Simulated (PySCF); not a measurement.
## Basis set benchmark on one molecule

Molecule: `C(=C=C)C=C`, C$_{5}$H$_{6}$.

Numbering as in the mapped SMILES `[CH2:1]=[C:2]=[CH:3][CH:4]=[CH2:5]`; H(Xn) means a hydrogen on atom n. Ha(C5) is cis to C3; Hb(C5) is trans to C3.

Geometry PBE0-D3(BJ)/def2-SVP throughout; GIAO in PySCF 2.14, gas phase, one conformer, non-relativistic; equivalent atoms averaged; functional PBE0.

Reference values (measured; solution, not stated per compound (mostly CDCl3 or CCl4); Pretsch, Buehlmann, Badertscher, Structure Determination of Organic Compounds, 4th ed. (2009)): δ(H(C4)) = 6.31 ppm, δ(Hb(C5)) = 4.99 ppm, δ(Ha(C5)) = 5.19 ppm. Computed shifts are taken against TMS, calculated as an isolated molecule at each level.

**Question.** How do the basis sets STO-3G, 6-31G, pcSseg-0, 6-31G*, def2-SVP, cc-pVDZ, pcSseg-1, aug-cc-pVDZ, 6-311+G(2d,p), def2-TZVP, cc-pVTZ, IGLO-III, pcSseg-2 perform against the reference? Times are CPU seconds on shared hosts with different chips, so compare them loosely.

**Answer.** 
```tsv
basis set	functions	H(C4)	Hb(C5)	Ha(C5)	mean abs. error H	core-s
STO-3G	31	5.91	5.29	5.22	0.24	2.2
6-31G	57	6.49	5.35	5.54	0.30	4
pcSseg-0	57	6.23	5.44	5.60	0.31	2.5
6-31G*	82	6.17	5.01	5.14	0.07	5.3
def2-SVP	100	6.11	4.99	5.14	0.08	6.3
cc-pVDZ	100	6.22	5.07	5.24	0.07	4.8
pcSseg-1	115	6.28	5.24	5.38	0.16	9.4
aug-cc-pVDZ	169	6.60	5.25	5.46	0.27	10
6-311+G(2d,p)	171	6.54	5.12	5.36	0.18	15
def2-TZVP	191	6.56	5.15	5.35	0.19	18
cc-pVTZ	234	6.47	5.16	5.34	0.16	15
IGLO-III	235	6.52	5.14	5.36	0.18	15
pcSseg-2	264	6.55	5.20	5.40	0.22	24
```

For ¹H the closest is 6-31G* (0.07 ppm, with cc-pVDZ, def2-SVP practically level) and the furthest pcSseg-0 (0.31 ppm). Where a smaller basis beats a larger one, errors probably cancel; the largest sets show where the functional converges. One molecule is a small sample, and vibrational and solvent effects are absent from the calculation.

A small basis that lands close on one nucleus may do so by chance; judge by the trend and by all nuclei.
